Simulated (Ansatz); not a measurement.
Two isomers of C4H7N: A = `CC=C=CN`, B = `C=NC(=C)C`.

Program: Ansatz. Geometries: PBE0-D4/def2-TZVP. ΔE: electronic, gas phase. CCSD(T)/CBS adds triple-zeta CCSD(T) − MP2 to the extrapolated MP2 energy (def2 sets, frozen cores). DFT in def2-TZVPP. B3LYP here is the variant with VWN-RPA as its local correlation; programs differ in this. One conformer a species, not always the lowest.

Question: Which is lower in electronic energy at CCSD(T)/CBS, and by how much? (Estimate.)

Answer: Ansatz gave: B, by 47.3 kJ/mol.

Question: Give E(B) − E(A) in kJ/mol with ωB97M-V, MP2/def2-TZVPP, B3LYP-D4, CCSD(T)/def2-TZVPP, r2SCAN-D4, CCSD/def2-TZVPP, B3LYP. (Estimate.)

Answer: Computed: ωB97M-V -43.1, MP2/def2-TZVPP -50.4, B3LYP-D4 -41.0, CCSD(T)/def2-TZVPP -51.2, r2SCAN-D4 -38.1, CCSD/def2-TZVPP -49.9, B3LYP -36.1. None reverses the order clearly.

Largest T1 diagnostic: 0.012.

The D4 term adds −4.9 kJ/mol with B3LYP and −2.5 kJ/mol with PBE0; it sums over pairs of atoms, weighted by their polarisabilities, and B3LYP, whose exchange is more repulsive, gets the larger term.
